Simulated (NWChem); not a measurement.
Program: NWChem. System: CH₃O, charge 0, spin multiplicity 2, displaced from the optimised geometry. The structure started from a generated list of species. Its SCF solution wasn't tested for a lower state. Level: UPBE/def2-SVP.

Output (cleaned and shortened):

```
             Northwest Computational Chemistry Package (NWChem) 7.3.0
             --------------------------------------------------------

                                NWChem Input Module
                                -------------------

 Scaling coordinates for geometry "geometry" by  1.889725989
 (inverse scale =  0.529177249)

 Turning off AUTOSYM since
 SYMMETRY directive was detected!

                             Geometry "geometry" -> ""
                             -------------------------

 Output coordinates in angstroms (scale by  1.889725989 to convert to a.u.)

  No.       Tag          Charge          X              Y              Z
 ---- ---------------- ---------- -------------- -------------- --------------
    1 C                    6.0000     0.57141900    -0.05643500     0.00000000
    2 O                    8.0000    -0.79513900     0.10358400     0.00000000
    3 H                    1.0000     0.87682000    -0.69421400     0.88907800
    4 H                    1.0000     0.87682000    -0.69421400    -0.88907800
    5 H                    1.0000     1.17895700     0.89836800     0.00000000

 Effective nuclear repulsion energy (a.u.)      33.8363441785

            Nuclear Dipole moment (a.u.)
            ----------------------------
        X                 Y               Z
 ---------------- ---------------- ----------------
    -0.0000018897     0.0000037795     0.0000000000

      Symmetry information
      --------------------

 Group name             Cs
 Group number              2
 Group order               2
 No. of unique centers     4

      Symmetry unique atoms

     1    2    3    5


 Summary of "ao basis" -> "" (spherical)
 ------------------------------------------------------------------------------
       Tag                 Description            Shells   Functions and Types
 ---------------- ------------------------------  ------  ---------------------
 *                          def2-svp                  on all atoms

 Summary of "cd basis" -> "" (spherical)
 ------------------------------------------------------------------------------
       Tag                 Description            Shells   Functions and Types
 ---------------- ------------------------------  ------  ---------------------
 *                  weigend_coulomb_fitting           on all atoms

  pbe96 is a nonlocal functional; adding pw91lda local functional.

                                 NWChem DFT Module
[...]
     2   2 0 0     -9.913410    -24.141194    -21.285210     35.512994
     2   1 1 0     -0.159307      2.072431      1.377400     -3.609138
     2   1 0 1      0.000000      0.000000      0.000000      0.000000
     2   0 2 0     -9.320978     -8.337704     -7.682154      6.698880
     2   0 1 1      0.000000      0.000000     -0.000000      0.000000
     2   0 0 2     -8.623236     -7.914579     -6.354222      5.645565

            General Information
            -------------------
          SCF calculation type: DFT
          Wavefunction type:  spin polarized.
          No. of atoms     :     5
          No. of electrons :    17
           Alpha electrons :     9
            Beta electrons :     8
          Charge           :     0
          Spin multiplicity:     2
          Use of symmetry is: on ; symmetry adaption is: on
          Maximum number of iterations: 100
          AO basis - number of functions:    43
                     number of shells:    21
          A Charge density fitting basis will be used.
          CD basis - number of functions:   131
                     number of shells:    45
          Convergence on energy requested:  1.00D-06
          Convergence on density requested:  1.00D-05
          Convergence on gradient requested:  5.00D-04

              XC Information
              --------------
          PerdewBurkeErnzerhof Exchange Functional  1.000
            Perdew 1991 LDA Correlation Functional  1.000 local
           PerdewBurkeErnz. Correlation Functional  1.000 non-local

             Grid Information
             ----------------
          Grid used for XC integration:  medium
          Radial quadrature: Mura-Knowles
          Angular quadrature: Lebedev.
          Tag              B.-S. Rad. Rad. Pts. Rad. Cut. Ang. Pts.
          ---              ---------- --------- --------- ---------
          C                   0.70       49           6.0       434
          O                   0.60       49           7.0       434
          H                   0.35       45           7.0       434
          Grid pruning is: on
          Number of quadrature shells:   188
          Spatial weights used:  Erf1

          Convergence Information
          -----------------------
          Convergence aids based upon iterative change in
          total energy or number of iterations.
          Levelshifting, if invoked, occurs when the
          HOMO/LUMO gap drops below (HL_TOL):  1.00D-02
          DIIS, if invoked, will attempt to extrapolate
          using up to (NFOCK): 10 stored Fock matrices.

                    Damping( 0%)  Levelshifting(0.5)       DIIS
                  --------------- ------------------- ---------------
          dE  on:    start            ASAP                start
          dE off:    2 iters        100 iters           100 iters

      Screening Tolerance Information
      -------------------------------
          Density screening/tol_rho:  1.00D-10
          AO Gaussian exp screening on grid/accAOfunc:  14
          CD Gaussian exp screening on grid/accCDfunc:  20
          XC Gaussian exp screening on grid/accXCfunc:  20
          Schwarz screening/accCoul:  1.00D-08

  int_init: cando_txs set to always be  F
  intd_init: cando_txs set to always be  F

                            NWChem DFT Gradient Module
                            --------------------------

  charge          =   0.00
  wavefunction    = open shell

  Using symmetry

                         DFT ENERGY GRADIENTS

    atom               coordinates                        gradient
                 x          y          z           x          y          z
   1 C       1.079825  -0.106647   0.000000    0.013467  -0.003673   0.000000
   2 O      -1.502595   0.195745   0.000000   -0.018603   0.002858   0.000000
   3 H       1.656950  -1.311874   1.680114    0.001189  -0.002565   0.005322
   4 H       1.656950  -1.311874  -1.680114    0.001189  -0.002565  -0.005322
   5 H       2.227906   1.697669   0.000000    0.002757   0.005946   0.000000

                 ----------------------------------------
                 |  Time  |  1-e(secs)   |  2-e(secs)   |
                 ----------------------------------------
                 |  CPU   |       0.00   |       0.00   |
                 ----------------------------------------
                 |  WALL  |       0.00   |       0.00   |
                 ----------------------------------------

 Task  times  cpu:        2.6s     wall:        2.6s

 Total times  cpu:        2.7s     wall:        2.7s
```

Q: Write an NWChem input that would produce this output.

A: One answer among several that fit: 
```
start mol
memory heap 200 mb stack 900 mb global 1100 mb
geometry units angstroms nocenter noautoz
  C      0.571419    -0.056435     0.000000
  O     -0.795139     0.103584     0.000000
  H      0.876820    -0.694214     0.889078
  H      0.876820    -0.694214    -0.889078
  H      1.178957     0.898368     0.000000
  symmetry group Cs
end
basis spherical
  * library def2-svp
end
basis "cd basis" spherical
  * library weigend_coulomb_fitting
end
dft
  xc xpbe96 cpbe96
  odft
  mult 2
  semidirect memsize 60000000 filesize 0
  iterations 100
end
task dft gradient
```
